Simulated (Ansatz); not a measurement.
A calculation with Ansatz (development build ahead of 0.2.0).

```yaml
crystal:
  periodic: [false, false, false]
  atoms:
    - { symbol: C, position_ang: [0.0, 0.0, -0.63836] }
    - { symbol: F, position_ang: [0.0, 1.10569, 0.21279] }
    - { symbol: F, position_ang: [0.0, -1.10569, 0.21279] }
basis:
  gaussian: { orbitals: cc-pVTZ }
hamiltonian:
  xc: hf
correlation:
  method: mp2
  frozen_orbitals: { C: 1, F: 1 }
```

The input is written out in the form of the current development build from the run's settings.

Results

```json
{
  "Converged": "yes",
  "Reference energy": "-236.73041 hartree",
  "Correlation energy": "-0.64443 hartree",
  "Total energy": "-237.37484 hartree",
  "Spin squared of the determinant": "0.000"
}
```
